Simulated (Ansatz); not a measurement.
`O/C=C(/F)Cl`. Charge 0, multiplicity 1. The geometry is a stationary point of PBE0-D4/def2-TZVP. It is one conformer, not always the lowest.

```xyz
7

O    -0.584    0.095   -1.448
C    -0.627    0.215   -0.109
C     0.361   -0.072    0.727
F     0.246    0.073    2.043
Cl    1.887   -0.655    0.218
H     0.286   -0.236   -1.707
H    -1.569    0.582    0.275
```

Task: What is the dipole moment at B3LYP/def2-TZVPP? (Estimate.)

Result: Computed: 0.76 D, with components (0.15, -0.11, -0.74) D in this frame, pointing from negative to positive charge.

Task: And with PBE, r2SCAN, ωB97M-V? (An estimate is asked.)

Result: Computed: PBE 0.73 D, r2SCAN 0.74 D, ωB97M-V 0.75 D.

Task: Give the Mulliken charges with B3LYP, r2SCAN, PBE in def2-TZVPP. (An estimate is asked.)

Result: Computed: 
```tsv
atom	B3LYP	r2SCAN	PBE
O1	-0.28	-0.30	-0.24
C2	0.02	0.04	0.00
C3	0.20	0.21	0.16
F4	-0.18	-0.18	-0.14
Cl5	-0.09	-0.09	-0.08
H6	0.19	0.21	0.19
H7	0.13	0.11	0.11
```

B3LYP here is the variant with VWN-RPA as its local correlation; programs differ in this.
